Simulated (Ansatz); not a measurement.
Results of r²SCAN0 (Ansatz, a program for electronic structure, PAW) for antiferromagnetic (type II) rock-salt NiO.

Input file:

Ansatz 0.2 input:
```yaml
crystal:
  lattice:
    - [4.1192102594, 2.0558851719, 2.0558851719]
    - [2.0558851719, 4.1192102594, 2.0558851719]
    - [2.0558851719, 2.0558851719, 4.1192102594]
  atoms:
    - { symbol: Ni, position: [0.0, 0.0, 0.0], spin: 2.0 }
    - { symbol: Ni, position: [0.5, 0.5, 0.5], spin: -2.0 }
    - { symbol: O, position: [0.2499999999, 0.2499999999, 0.2499999999], spin: 0.0 }
    - { symbol: O, position: [0.7500000001, 0.7500000001, 0.7500000001], spin: 0.0 }
basis:
  ecutwfc: 520
  ecutrho_ratio: 4
  xc_grid: 3
kpoints:
  mp_grid: { grid: [10, 10, 10] }
hamiltonian:
  xc: r2scan0
  dispersion: none
  pseudopotentials: { kind: paw }
scf:
  occupations: { method: fermi_dirac, width: 0.01 }
output:
  forces: true
  stress: true
  eigenvalues: true
magnetization:
  spin_polarized: true
relax:
  f_tol: 0.01
  escape_saddle: false
  max_steps: 80
  cell: { stress_tol: 0.05, fix: [volume] }
```

The run printed, among other lines:

```
Relaxation: its limit of steps is 80 (relax.max_steps)
Crystal: 4 atoms, lattice volume = 35.042 Å³
Basis set: ecut = 520 eV, 923 PW (Γ), FFT grids on a1−a3, a2−a3, a3, exchange–correlation on 72×72×120 points (27 copies of the dense FFT grid, shifted against one another)
Bands: 32, of which v1, the nominal top of the filled ones, is band 24 counted from 1 (23 counted from 0)
Symmetry: 12 space group operations
Space group: R-3m (ITA 166), of the structure as read, at distance tolerance 3.3e-5 Å
k-points: 116 of 1000
Initial density: superposition of atomic densities (chi_scale 0.1, normalization cell, long waves kept (reshape's long-wave potential 0.00 eV rms))
Functional: x = r2scan, c = r2scan; τ floored in thin density (d = 2e-4 eV/Å³), warm-up for x = 0.75 r2scan + 0.25 exact, c = r2scan; τ floored in thin density (d = 2e-4 eV/Å³)
spin=Collinear: Kerker preconditioning applied to the charge; magnetization (m = ρ↑ − ρ↓) channel mixes plain (no charge-response kernel on spin).
SCF 1 converged in 19 iterations: F = -12827.200113 eV  dr2 = 8.16e-12
Crystal: 4 atoms, lattice volume = 35.042 Å³
Initial density: handed on by an earlier stage of this run
Functional: x = 0.75 r2scan + 0.25 exact, c = r2scan; τ floored in thin density (d = 2e-4 eV/Å³)
Crystal: 4 atoms, lattice volume = 35.042 Å³
Crystal: 4 atoms, lattice volume = 35.042 Å³
SCF 4 converged in 6 iterations: F = -12823.354849 eV  dr2 = 9.99e-12
Crystal: 4 atoms, lattice volume = 35.042 Å³
SCF 5 converged in 2 iterations: F = -12823.354849 eV  dr2 = 1.04e-12
Crystal: 4 atoms, lattice volume = 35.042 Å³
SCF 6 converged in 2 iterations: F = -12823.354849 eV  dr2 = 3.69e-13
Magnetization: 0.0000 μB (24.0000 up, 24.0000 down)
Free energy (F): -12823.354849 eV
Internal energy: -12823.354849 eV  (E = F + TS)
E sigma→0 (E₀):  -12823.354849 eV
Fermi energy:    15.351436 eV
--- Forces (eV/Å), atoms counted from 1 ---
  atom   1  Ni    -0.00000000     0.00000000    -0.00000000
  atom   2  Ni     0.00000000    -0.00000000     0.00000000
  atom   3  O     -0.00000007    -0.00000007    -0.00000007
  atom   4  O      0.00000007     0.00000007     0.00000007
--- Stress (GPa, compression-positive) ---
        6.084154      -0.024850      -0.024850
       -0.024850       6.084154      -0.024850
       -0.024850      -0.024850       6.084154
  P = ⅓ Tr σ = 6.0842 GPa (60.842 kbar)
```

The cell is one volume of an energy–volume scan, off the minimum.

The PAW data were made under PBE.

The result took roughly 28 core-minutes.
